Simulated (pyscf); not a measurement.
Thermochemistry of product channels of `[O]=[CH][OH]` + `[OH]` [doublet] on the doublet surface, in eV, from CCSD(T)/def2-TZVPP + ΔMP2(QZVPP) energies (ideal gas, 1 atm, RRHO with modes under 100 cm⁻¹ raised to 100, one conformer, R ln 2 for rigid chiral ones). Optimised with ωB97X-D3(BJ)/def2-SVP in PySCF. MP2 and CC: frozen core, UHF for open shells. ΔMP2 is the change of the MP2 total energy from the triple- to the quadruple-zeta basis.

```csv
products,ΔE,ΔH(298 K),ΔG(298 K),ΔG(900 K)
`[O][CH]([OH])[OH]` [doublet],-0.15,-0.07,+0.36,(withheld)
`[O][CH]=[O]` [doublet] + `[OH2]`,-0.11,-0.18,-0.23,(withheld)
```

Question: What belongs in the gaps?

Answer: 
- `[O][CH]([OH])[OH]` [doublet], ΔG(900 K): +1.20
- `[O][CH]=[O]` [doublet] + `[OH2]`, ΔG(900 K): -0.33

These are energies of the channels, which say nothing of barriers. The CCSD(T) − MP2 part came from Ansatz, without density fitting, on the same reference. Left out: orbital degeneracy and the spin-orbit lowering of OH.
